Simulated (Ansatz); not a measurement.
# How the smallest direct gap on the k points sampled of zinc-blende InP moves with the method

No measured value is used here.

| level (code) | value (eV) |
|---|---|
| LDA (Ansatz) | [?] |
| PBE (Ansatz) | 0.69 |
| r²SCAN (Ansatz) | 1.14 |
| HSE06+SOC (Ansatz) | 1.43 |
| Hartree–Fock (Ansatz) | 7.12 |

Q: Some entries are withheld; supply them.

A: 
- LDA (Ansatz, a first-principles code), value (eV): 0.46

Computed values are for a static lattice. Levels without +SOC have no spin–orbit coupling; where heavier elements are present it shifts gaps, mostly down, and can invert bands.  Values are at the measured cell. Cutoffs and k meshes differ between the levels. Ansatz's density-functional and Hartree–Fock values are scalar-relativistic unless marked +SOC, with PAW data made under PBE.
